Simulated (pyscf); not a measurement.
F–Ge:–F (SMILES [F][Ge][F]) [singlet] + GeH₄ (SMILES [GeH4]) → HF (SMILES F) + F–Ge:–GeH₃ (SMILES [F][Ge][GeH3]) [singlet], a four-centre exchange (singlet surface; F–Ge, Ge–H broken, F–H, Ge–Ge formed). Single points on ωB97X-D3(BJ)/def2-SVP structures (PySCF, gas phase). Energies in kcal/mol from the separated reactants.

AM1 to PM7: differences of heats of formation from MOPAC, which are fitted to 298 K values and so differ in kind from electronic energies by zero-point and thermal terms. 

In single points PM7 puts the saddle at 50.8 kcal/mol and the reaction energy at +31.6 kcal/mol. Should these be trusted to within a few kcal/mol? Compare with ωB97M-D3(BJ)/def2-TZVP.

ωB97M-D3(BJ)/def2-TZVP gives ΔE‡ = 38.4 kcal/mol and ΔE = +32.7 kcal/mol. PM7 lies 12.4 kcal/mol over it in the barrier and 1.2 kcal/mol under it in the reaction energy, so on this step it does not hold to within 3.0 kcal/mol. ωB97M-D3(BJ)/def2-TZVP has limits of its own. On the reactant side the descent ends in a complex (not fully relaxed), 4.3 kcal/mol under the separated species and 39.1 kcal/mol under the saddle at ωB97X-D3(BJ)/def2-TZVP. On the product side the descent ends in a bound adduct, 8.5 kcal/mol under the separated species and 15.2 kcal/mol under the saddle at ωB97X-D3(BJ)/def2-TZVP. At the saddle there is also a short Ge–H contact that neither side keeps. At ωB97X-D3(BJ)/def2-TZVP the barrier from the zero used here is 34.7 kcal/mol. The same reactants have a lower exit, to F–GeH₃ + F–GeH: [singlet] (highest point, the separated products, at +24.3 kcal/mol at ωB97M-D3(BJ)/def2-TZVP, against +38.4 kcal/mol here). One saddle was located; it need not be the lowest between these sides. In the def2 sets elements up to Kr have no core potential.
